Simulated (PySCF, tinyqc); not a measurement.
Inside a calculation. Method: RKS/exchange-only LDA in the sto-3g basis, for LiH, spin multiplicity 1. The lowest restricted solution is unstable here: a spin-polarised one lies 0.0156 hartree lower (PySCF). One step of it, computed by the program tinyqc.

Question. Iteration 1: building the Kohn-Sham matrix. J_ij = sum D_kl (ij|kl); F = H + J + V_xc; E = tr D H + tr D J / 2 + E_xc + E_nn.

D at the start, lower triangle:
```
,1Li 1s,1Li 2s,1Li 2px,1Li 2py,1Li 2pz,2H 1s
1Li 1s,2.077597
1Li 2s,-0.299667,1.140174
1Li 2px,0.000000,0.000000,0.000000
1Li 2py,0.000000,0.000000,0.000000,0.000000
1Li 2pz,-0.187149,0.853578,0.000000,0.000000,0.639713
2H 1s,-0.064506,0.319487,0.000000,0.000000,0.239543,0.089713
```

core Hamiltonian H = T + V (hartree), lower triangle:
```
,1Li 1s,1Li 2s,1Li 2px,1Li 2py,1Li 2pz,2H 1s
1Li 1s,-4.592097
1Li 2s,-1.029433,-1.289022
1Li 2px,0.000000,0.000000,-1.048636
1Li 2py,0.000000,0.000000,0.000000,-1.048636
1Li 2pz,-0.005094,-0.059175,0.000000,0.000000,-1.087804
2H 1s,-0.013815,-0.192543,0.000000,0.000000,-0.287993,-1.024588
```

Two-electron integrals (ij|kl) in chemists' order, unique and non-zero (hartree):
```
i,j,k,l,(ij|kl)
1,1,1,1,1.680395
2,1,1,1,0.265420
2,1,2,1,0.049941
2,2,1,1,0.397727
2,2,2,1,0.092860
2,2,2,2,0.290562
3,1,3,1,0.008981
3,2,3,1,0.013788
3,2,3,2,0.064184
3,3,1,1,0.396640
3,3,2,1,0.092880
3,3,2,2,0.290497
3,3,3,3,0.312946
4,1,4,1,0.008981
4,2,4,1,0.013788
4,2,4,2,0.064184
4,3,4,3,0.016869
4,4,1,1,0.396640
4,4,2,1,0.092880
4,4,2,2,0.290497
4,4,3,3,0.279207
4,4,4,4,0.312946
5,1,5,1,0.008981
5,2,5,1,0.013788
5,2,5,2,0.064184
5,3,5,3,0.016869
5,4,5,4,0.016869
5,5,1,1,0.396640
5,5,2,1,0.092880
5,5,2,2,0.290497
5,5,3,3,0.279207
5,5,4,4,0.279207
5,5,5,5,0.312946
6,1,1,1,0.003023
6,1,2,1,0.000590
6,1,2,2,0.001179
6,1,3,3,0.001158
6,1,4,4,0.001158
6,1,5,1,0.000096
6,1,5,2,0.000199
6,1,5,5,0.001222
6,1,6,1,0.000008
6,2,1,1,0.033966
6,2,2,1,0.008155
6,2,2,2,0.031182
6,2,3,3,0.029304
6,2,4,4,0.029304
6,2,5,1,0.001112
6,2,5,2,0.009820
6,2,5,5,0.034901
6,2,6,1,0.000127
6,2,6,2,0.008967
6,3,3,1,0.000283
6,3,3,2,0.001950
6,3,5,3,0.001033
6,3,6,3,0.000307
6,4,4,1,0.000283
6,4,4,2,0.001950
6,4,5,4,0.001033
6,4,6,4,0.000307
6,5,1,1,0.050927
6,5,2,1,0.012251
6,5,2,2,0.047360
6,5,3,3,0.044293
6,5,4,4,0.044293
6,5,5,1,0.001719
6,5,5,2,0.015357
6,5,5,5,0.053436
6,5,6,1,0.000192
6,5,6,2,0.014178
6,5,6,5,0.022452
6,6,1,1,0.186002
6,6,2,1,0.044851
6,6,2,2,0.183322
6,6,3,3,0.170996
6,6,4,4,0.170996
6,6,5,1,0.005092
6,6,5,2,0.057615
6,6,5,5,0.207633
6,6,6,1,0.000682
6,6,6,2,0.073419
6,6,6,5,0.117513
6,6,6,6,0.774606
```

nuclear repulsion = 0.55800760 hartree

V_xc (hartree), lower triangle:
```
,1Li 1s,1Li 2s,1Li 2px,1Li 2py,1Li 2pz,2H 1s
1Li 1s,-0.970916
1Li 2s,-0.126745,-0.151997
1Li 2px,0.000000,0.000000,-0.148677
1Li 2py,0.000000,0.000000,0.000000,-0.148677
1Li 2pz,-0.006435,-0.060310,0.000000,0.000000,-0.154073
2H 1s,-0.001528,-0.026819,0.000000,0.000000,-0.041555,-0.210111
```

E_xc = sum of w rho eps_xc = -1.77699307 hartree

Give: Coulomb J; Kohn-Sham matrix F; total energy of this density.

Answer.

Coulomb J (hartree), lower triangle:
```
,1Li 1s,1Li 2s,1Li 2px,1Li 2py,1Li 2pz,2H 1s
1Li 1s,4.102
1Li 2s,0.702,1.347
1Li 2px,0.000,0.000,1.333
1Li 2py,0.000,0.000,0.000,1.333
1Li 2pz,0.022,0.123,0.000,0.000,1.366
2H 1s,0.009,0.159,0.000,0.000,0.243,0.970
```

Kohn-Sham matrix F (hartree), lower triangle:
```
,1Li 1s,1Li 2s,1Li 2px,1Li 2py,1Li 2pz,2H 1s
1Li 1s,-1.461
1Li 2s,-0.454,-0.094
1Li 2px,0.000,0.000,0.136
1Li 2py,0.000,0.000,0.000,0.136
1Li 2pz,0.011,0.004,0.000,0.000,0.124
2H 1s,-0.007,-0.060,0.000,0.000,-0.087,-0.264
```

total energy of this density = -7.25024 hartree

This density is the starting one.
